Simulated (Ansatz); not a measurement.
**Titanium, hcp: convergence with cold smearing**

Computed with Ansatz, PBE, scalar-relativistic PAW, on the relaxed cell (a = 2.939 Å, c = 4.656 Å (c/a = 1.584); spin not included). Errors count from a run at 420 eV on a Γ-centred 20×20×11 mesh with Fermi-Dirac smearing of 0.1 eV, extrapolated to zero width. Fixed here: cutoff 420 eV, mesh 12×12×7. The SCF starts from atomic densities corrected by a trained network.

```tsv
width (eV)	E(σ→0) error (meV/atom)	F error (meV/atom)	P (GPa)	SCF iterations
0.01	-0.7	-0.8	-0.11	5
0.03	-0.8	-0.8	-0.12	5
0.1	-0.9	-1.2	-0.12	5
0.2	-1.6	-2.3	-0.17	5
0.3	-3.8	-2.3	-0.24	5
0.6	3.5	9.6	-0.23	5
```

**Question.** What does the run at 1.0 give (width)?

**Answer.** E(σ→0) error (meV/atom): 24.1; F error (meV/atom): 4.9; P (GPa): 0.53; SCF iterations: 5.
